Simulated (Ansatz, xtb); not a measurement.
## Relaxing a trial structure of BHNO

The starting geometry of this gas-phase doublet was built from a drawn formula by distance geometry and a force field; its bonds are those of `[B]=[NH+][O-]`.

```json
{"atom": "B", "x (Å)": "-2.4173", "y (Å)": "-0.0694", "z (Å)": "-1.8095"}
{"atom": "N", "x (Å)": "-1.6826", "y (Å)": "0.9032", "z (Å)": "-1.1908"}
{"atom": "O", "x (Å)": "-1.6859", "y (Å)": "2.1898", "z (Å)": "-1.6749"}
{"atom": "H", "x (Å)": "-1.0621", "y (Å)": "0.6517", "z (Å)": "-0.3891"}
```

Task: Predict what becomes of its bonds when it is optimised with r2SCAN-D4/def2-SVP.

Result: It keeps its bonds, and is `[B]=[NH+][O-]`.

The energy falls by 0.27 eV over 10 steps:

```
step  E − E(last) (eV)
   1             0.266
   2             0.197
   3             0.061
   4             0.014
   5             0.003
   6             0.002
   7             0.002
   8             0.001
   9             0.000
  10             0.000
```

Final geometry (Å):

```tsv
atom	x (Å)	y (Å)	z (Å)
B	-2.4720	-0.0612	-1.8675
N	-1.6497	0.9031	-1.1843
O	-1.6911	2.1040	-1.6423
H	-1.0352	0.7293	-0.3703
```

From the same start GFN2-xTB ends elsewhere, differing in B1–H4 (1.14 against 2.22 Å here), N2–H4 (2.40 against 1.03 Å here).

The end wasn't checked by frequencies. Open shells are spin-unrestricted. Run with Ansatz 0.2.0, 35 s on 1 thread of Intel(R) Xeon(R) 6975P-C (Granite Rapids), on a shared host.
